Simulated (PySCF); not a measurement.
# A diatomic session: NaLi

The task here is to estimate one member of a computed series from the others.

Computed with PySCF 2.14.0. Level: Na aug-pcseg-1, Li aug-pcseg-1, no relativity.

Set-up of the first run:

A driver script around PySCF takes these settings:

* atoms: Na, Li
* charge: 0
* basis: Na aug-pcseg-1, Li aug-pcseg-1
* Hamiltonian: no relativity
* basis functions: 27
* electrons treated: 14
* masses in u: 22.9898, 7.0160
* levels: PBE0, PBE, r²SCAN, revPBE, TPSS, BHandHLYP, ωB97X, HF, MP2, SCS-MP2, CCSD, CCSD(T)
* grid: 80 radial by 434 angular points
* occupations: held fixed by the projection of orbital angular momentum
* dissociation limit: Na + Li, each in its ground configuration
* starting distance in angstrom: 2.860
* values of 2S to try: 0, 2

On the command line:

```sh
> OMP_NUM_THREADS=1 python dia.py task.json out
```

Among the steps run: Input; First curve: PBE0; Higher solutions at PBE0; PBE (GGA); r²SCAN (meta-GGA); revPBE (GGA); TPSS (meta-GGA); BHandHLYP; ωB97X; RHF; Correlated methods on the Hartree–Fock reference.

One table of the session follows, with a row left open; its other results are not shown here.

| level | Re (Å) | ωe (cm⁻¹) | De (eV) |
| --- | --- | --- | --- |
| RHF | 3.021 | 243.7 | 0.043 |
| RHF-MP2 | 3.000 | 241.7 | 0.458 |
| RHF-SCS-MP2 | 2.998 | 240.7 | 0.54 |
| RHF-CCSD | 2.979 | 235.9 | 0.73 |
| RHF-CCSD(T) | 2.979 | 235.7 | 0.73 |
| PBE | 2.932 | 244.6 | 0.80 |
| revPBE | 2.972 | 238.9 | 0.77 |
| TPSS | 2.979 | 239.4 | 0.90 |
| r²SCAN | 2.969 | 244.1 | 0.67 |
| PBE0 | 2.935 | 250.4 | 0.74 |
| BHandHLYP | 2.899 | 257.4 | 0.75 |
| ωB97X | ? | ? | ? |

Q: Estimate the row for ωB97X from the others.

**Answer.** Re (Å): 2.921; ωe (cm⁻¹): 260.5; De (eV): 0.87. In the column «Re (Å)» it lies between BHandHLYP (2.899) and PBE (2.932).

De is counted to Na + Li in their ground configurations.
